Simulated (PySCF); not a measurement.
**One shape, several levels: C4H10S2 (diethyl disulfide)**

Wanted: a comparison of 6 runs (BLYP/6-31G*, SVWN5/6-31G*, TPSS/6-31G*, r2SCAN/6-31G*, revPBE/6-31G*, CCSD(T)/6-31G*) of C4H10S2 (diethyl disulfide). 

The calculation is run with PySCF 2.14.0.

1 further run of the same task is left out (set aside as unsound or not needed).

**1. The molecule**

C4H10S2: 16 atoms, total charge 0, spin state singlet. SMILES: `CCSSCC`. The S4–H8 distance was set to 2.783 Å, away from the relaxed value. At this shape a bond of the SMILES string is far longer than usual.

Bond lengths: C1–C2 1.513 Å, C2–S3 1.837 Å, S3–S4 2.025 Å, S4–C5 1.837 Å, C5–C6 1.513 Å, C1–H7 1.088 Å, C1–H9 1.087 Å, C2–H10 1.090 Å, C2–H11 1.089 Å, C5–H12 1.090 Å, C5–H13 1.088 Å, C6–H14 1.087 Å, C6–H15 1.088 Å, C6–H16 1.088 Å. Some angles: C1–C2–S3 111.8°, C2–S3–S4 102.5°, S3–S4–C5 102.5°, S4–C5–C6 111.8°, C1–C2–H10 111.7°, C1–C2–H11 111.8°, S3–C2–H10 107.7°, S3–C2–H11 104.2°, C2–C1–H7 110.1°, C2–C1–H9 110.3°.

**2. A single-point energy at BLYP/6-31G(d) (spherical functions) (run 1)**

run.py reads:

```python
from pyscf import gto, dft

system = gto.Mole()
system.atom = '''
C     -4.422365     4.149650    -2.531233
C     -5.237442     1.562067    -1.628077
S     -3.310375    -0.959697    -3.033145
S      0.136901    -0.320875    -1.497761
C      0.060689    -2.283016     1.363946
C     -0.004620    -5.072705     0.738182
H     -5.606487     5.600468    -1.681764
H     -0.117862     4.930579    -1.378839
H     -4.583257     4.275260    -4.575993
H     -5.098150     1.389856     0.419536
H     -7.157933     1.115902    -2.216122
H     -1.580765    -1.711412     2.469454
H      1.774613    -1.764929     2.376234
H      1.648096    -5.598748    -0.363699
H     -0.032154    -6.184658     2.468056
H     -1.687686    -5.517225    -0.357500
'''
system.verbose = 4
system.max_memory = 1860
system.spin = 0
system.unit = 'bohr'
system.basis = '6-31g*'
system.build()

mf = dft.RKS(system)
mf.xc = 'blyp'
mf.grids.level = 5
mf.conv_tol = 1e-10
mf.kernel()
if not mf.converged:
    mf = mf.newton().run(mf.mo_coeff, mf.mo_occ)

energy = mf.e_tot
print(f'total energy: {energy:.8f} hartree')
```

Run with:

```bash
$ OMP_NUM_THREADS=1 python run.py
```

Output:

```text
PySCF version 2.14.0

[... 96 lines left out ...]
converged SCF energy = -954.505490777638
total energy: -954.50549078 hartree
```

It took 64 s on 1 thread of Intel Xeon at 2.70GHz, shared host; peak memory 0.62 GiB.

**3. The energy at SVWN5/6-31G(d) (spherical functions) (run 2)**

run.py reads:

```python
from pyscf import gto, dft

mol = gto.Mole()
mol.atom = '''
C     -4.422365     4.149650    -2.531233
C     -5.237442     1.562067    -1.628077
S     -3.310375    -0.959697    -3.033145
S      0.136901    -0.320875    -1.497761
C      0.060689    -2.283016     1.363946
C     -0.004620    -5.072705     0.738182
H     -5.606487     5.600468    -1.681764
H     -0.117862     4.930579    -1.378839
H     -4.583257     4.275260    -4.575993
H     -5.098150     1.389856     0.419536
H     -7.157933     1.115902    -2.216122
H     -1.580765    -1.711412     2.469454
H      1.774613    -1.764929     2.376234
H      1.648096    -5.598748    -0.363699
H     -0.032154    -6.184658     2.468056
H     -1.687686    -5.517225    -0.357500
'''
mol.charge = 0
mol.unit = 'bohr'
mol.verbose = 3
mol.max_memory = 1860
mol.basis = '6-31g*'
mol.build()

myscf = dft.RKS(mol, xc='svwn')
myscf.conv_tol = 1e-10
myscf.grids.level = 5
myscf.kernel()
if not myscf.converged:
    myscf = myscf.newton().run(myscf.mo_coeff, myscf.mo_occ)

e_tot = myscf.e_tot
print('E(%s) = %.9f' % ('SVWN5', e_tot))
```

Run with:

```bash
$ OMP_NUM_THREADS=1 python run.py
```

Output:

```text
converged SCF energy = -950.370330733621
E(SVWN5) = -950.370330734
```

Wall time 35 s (1 thread of Intel Xeon at 2.70GHz, shared host); peak memory 0.43 GiB.

Runs 3 to 5 aren't shown in full; the table further down has their settings and results.

**4. A single-point energy at CCSD(T)/6-31G(d) (spherical functions) (run 6)**

job.py reads:

```python
from pyscf import gto, cc

mol = gto.M(
    atom='''
C     -4.422365     4.149650    -2.531233
C     -5.237442     1.562067    -1.628077
S     -3.310375    -0.959697    -3.033145
S      0.136901    -0.320875    -1.497761
C      0.060689    -2.283016     1.363946
C     -0.004620    -5.072705     0.738182
H     -5.606487     5.600468    -1.681764
H     -0.117862     4.930579    -1.378839
H     -4.583257     4.275260    -4.575993
H     -5.098150     1.389856     0.419536
H     -7.157933     1.115902    -2.216122
H     -1.580765    -1.711412     2.469454
H      1.774613    -1.764929     2.376234
H      1.648096    -5.598748    -0.363699
H     -0.032154    -6.184658     2.468056
H     -1.687686    -5.517225    -0.357500
''',
    charge=0,
    max_memory=1860,
    unit='bohr',
    basis='6-31g*',
    verbose=3,
)

mf = mol.RHF()
mf.conv_tol = 1e-10
mf.kernel()
if not mf.converged:
    mf = mf.newton().run(mf.mo_coeff, mf.mo_occ)

mycc = cc.CCSD(mf, frozen=14)
mycc.kernel()
e_t = mycc.ccsd_t()
e_final = mycc.e_tot + e_t
print('Final energy', e_final)
```

Run with:

```bash
$ OMP_NUM_THREADS=1 python job.py
```

Output:

```text
converged SCF energy = -952.096635845036
E(CCSD) = -952.9915885523174  E_corr = -0.8949527072817933
CCSD(T) correction = -0.0363000474731047
Final energy -953.0278885997905
```

It took 2.2 min on 1 thread of Intel Xeon at 2.70GHz, shared host; peak memory 0.94 GiB.

**5. The series**

```tsv
run	level	integration grid	frozen core orbitals	energy (Eh)	dipole moment (D) of the reference	HOMO energy (eV)	LUMO energy (eV)	wall time
1	BLYP/6-31G* (spherical functions)	5	–	-954.505491	2.58	-5.04	-3.07	64 s
2	SVWN5/6-31G* (spherical functions)	5	–	-950.370331	2.57	-5.29	-3.21	35 s
3	TPSS/6-31G* (spherical functions)	5	–	-954.699341	2.70	-5.34	-3.20	1.9 min
4	r2SCAN/6-31G* (spherical functions)	5	–	-954.456094	2.69	-5.47	-3.23	1.9 min
5	revPBE/6-31G* (spherical functions)	5	–	-954.426678	2.62	-5.20	-3.18	66 s
6	CCSD(T)/6-31G* (spherical functions)	–	14	-953.027889	2.95	-8.28	0.92	2.2 min
```

**6. Outcome**

```
                                           quantity          value
                                run 6: total energy  -953.02789 Eh
        run 6: dipole moment (Hartree–Fock density)         2.95 D
         run 6: HOMO energy (Hartree–Fock orbitals)       -8.28 eV
         run 6: LUMO energy (Hartree–Fock orbitals)        0.92 eV
       run 6: HOMO–LUMO gap (Hartree–Fock orbitals)        9.20 eV
run 6: correlation energy (14 core orbitals frozen)     -931.3 mEh
                              run 6: (T) correction     -36.30 mEh
                               run 6: T1 diagnostic          0.018
```

What this shows: Over runs 1, 2, 3, 4, 5 the dipole moment (its size) runs from 2.57 D (SVWN5/6-31G*) to 2.70 D (TPSS/6-31G*). Over runs 1, 2, 3, 4, 5 the HOMO–LUMO gap runs from 1.97 eV (BLYP/6-31G*) to 2.24 eV (r2SCAN/6-31G*). Totals of different functionals can't be ranked against each other. In runs 1, 2, 3, 4, 5, 6 a closed-shell determinant meets a far-stretched bond, which it describes badly. All runs together took 8.7 min, the longest 2.2 min.
